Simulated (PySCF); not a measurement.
Bonds broken one at a time in the series SiH2Cl-X. Gas-phase values, no solvent. One relaxed conformer stands for each flexible species; it need not be the lowest. Strings in code marks are SMILES.

The highest occupied spin orbital from two functionals at the same geometries (B3LYP-D3(BJ)/def2-TZVP), both in PySCF: PBE-D3(BJ)/def2-TZVP and B3LYP-D3(BJ)/def2-TZVP. B3LYP has the VWN-RPA correlation part, as in Gaussian. 

```tsv
species	PBE-D3(BJ)/def2-TZVP (eV)
radical fragment (`[Cl]`)	-8.04
radical fragment (`[SiH2]Br`)	-5.43
radical fragment (`[SiH2][SiH3]`)	-5.22
radical fragment (`[SH]`)	-6.12
radical fragment (`[CH]=C`)	-5.42
radical fragment (`C=C[SiH2]`)	-4.77
```

Task: What does B3LYP-D3(BJ)/def2-TZVP give for each?

Result: 
- radical fragment (`[Cl]`): -9.27
- radical fragment (`[SiH2]Br`): -6.29
- radical fragment (`[SiH2][SiH3]`): -5.95
- radical fragment (`[SH]`): -7.17
- radical fragment (`[CH]=C`): -6.60
- radical fragment (`C=C[SiH2]`): -5.49
Over these rows, drawn at random from the members with no instability flagged (it was tested for open shells, ions and some series alone), PBE minus B3LYP-D3(BJ): mean +0.96 eV, from +0.72 eV to +1.23 eV.
